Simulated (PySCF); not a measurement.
Computed with B3LYP-D3(BJ)/def2-TZVP // B3LYP-D3(BJ)/def2-SVP in PySCF. Isolated molecules, 0 K electronic values unless said otherwise. B3LYP has the VWN-RPA correlation part, as in Gaussian. Excitations are Tamm–Dancoff values on a coarser integration grid. The basis has no diffuse functions, so Rydberg states are missing or too high.

Reference species (SMILES): `CO` (neutral, multiplicity 1).

```json
{
 "S1–T1 gap (TDA)": "0.40 eV",
 "S1 oscillator strength": "0.000"
}
```

Changed species: `CC#N` (free base CH3CN; the reference has free base CH3OH).

Problem. Give the shifts of the S1–T1 gap (TDA) and S1 oscillator strength.

Solution. the S1–T1 gap (TDA) rises by 0.99 eV, to 1.39 eV; the S1 oscillator strength stays essentially unchanged.
